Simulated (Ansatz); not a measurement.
Basis-set extrapolation for `OC1(O)SS1` (PBE0-D4/def2-TZVP geometry, frozen core, the Gaussian-basis code of Ansatz). Multiplicity 1, RHF reference.

|  | def2-TZVPP | def2-QZVPP |
| --- | --- | --- |
| HF | -983.884808 | -983.915666 |
| MP2 correlation | -0.983580 | -1.065427 |
| CCSD(T) correlation | -1.055272 | not run |

Energies in hartree. Use E(X) = E(∞) + A·exp(−7.88·√X) for Hartree–Fock and E(X) = E(∞) + B·X^(−2.97) for correlation, with X = 3 and 4, and add CCSD(T) minus MP2 of the smaller set to the MP2 limit.

**Question.** What is the CCSD(T) energy at the basis-set limit?

**Answer.** HF limit: -983.915666 + (-0.030858) × 0.13774 = -983.91992. MP2 limit: -1.065427 + (-0.081847) × 0.74074 = -1.12605. Higher-order term: -1.055272 − (-0.983580) = -0.07169. Total: -985.11766 hartree, 4.83 eV below CCSD(T)/def2-TZVPP.
